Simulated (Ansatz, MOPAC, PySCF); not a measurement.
Species: methyl ethyl ether, C3H8O (charge 0, singlet). SMILES: C(C)OC
Coordinates optimised at B3LYP-D3(BJ)/def2-TZVP (Ansatz, a quantum-chemistry and plane-wave program):
```
C
H 1 1.0999
H 1 1.0999 2 107.18
O 1 1.4156 2 109.77 3 119.17
C 4 1.4088 1 112.87 2 -58.78
H 5 1.0890 4 107.48 1 180.00
H 5 1.0982 6 109.00 4 120.97
H 5 1.0982 6 109.00 7 118.06
C 1 1.5130 2 110.66 3 -120.74
H 9 1.0908 1 110.53 2 179.36
H 9 1.0908 10 108.33 1 -121.24
H 9 1.0915 10 108.52 11 -117.64
```
Charge 0, spin multiplicity 1.

Unscaled harmonic wavenumbers (cm⁻¹) in rising order, each level at the stationary point that it reaches from this structure (no distance between atoms moves by over 0.3 Å); the order of modes can differ between levels, and a negative number is imaginary. B3LYP-D3(BJ)/def2-TZVP (PySCF, at the structure above): 114, 210, 261, 289, 467, 827, 866, 1031, 1117, 1150, 1166, 1197, 1235, 1299, 1401, 1426, 1478, 1484, 1487, 1500, 1506, 1529, 2952, 2970, 2974, 3008, 3040, 3105, 3109, 3112.

PM3 (MOPAC): 76, 157, 195, 316, 528, 838, 920, 1015, 1032, 1049, 1120, 1133, 1165, 1196, 1330, 1359, 1365, 1369, 1396, 1402, 1411, 1421, 2917, 2977, 3035, 3072, 3086, 3089, 3144, 3185. Zero-point energy 66.2 against 67.6 kcal/mol; where all levels lie over 400 cm⁻¹, the wavenumbers are on average 0.975 times those of B3LYP-D3(BJ)/def2-TZVP.

PM7 (MOPAC): 69, 107, 165, 296, 496, 868, 936, 1067, 1078, 1104, 1149, 1188, 1201, 1240, 1288, 1293, 1294, 1301, 1337, 1344, 1388, 1396, 2643, 2652, 2659, 2681, 2683, 2714, 2747, 2783. Zero-point energy 61.7 against 67.6 kcal/mol; where all levels lie over 400 cm⁻¹, the wavenumbers are on average 0.937 times those of B3LYP-D3(BJ)/def2-TZVP.

HF/3-21G (Ansatz): 115, 215, 268, 288, 476, 908, 919, 1056, 1213, 1222, 1262, 1300, 1330, 1432, 1548, 1572, 1635, 1656, 1674, 1675, 1692, 1710, 3165, 3175, 3196, 3209, 3212, 3274, 3287, 3288. Zero-point energy 72.9 against 67.6 kcal/mol; where all levels lie over 400 cm⁻¹, the wavenumbers are on average 1.082 times those of B3LYP-D3(BJ)/def2-TZVP.

B3LYP/6-31G* (Ansatz): 116, 217, 270, 289, 468, 833, 876, 1038, 1129, 1170, 1179, 1214, 1248, 1311, 1420, 1451, 1504, 1514, 1515, 1529, 1537, 1564, 2964, 2985, 2989, 3023, 3059, 3129, 3132, 3135. Zero-point energy 68.3 against 67.6 kcal/mol; where all levels lie over 400 cm⁻¹, the wavenumbers are on average 1.011 times those of B3LYP-D3(BJ)/def2-TZVP.
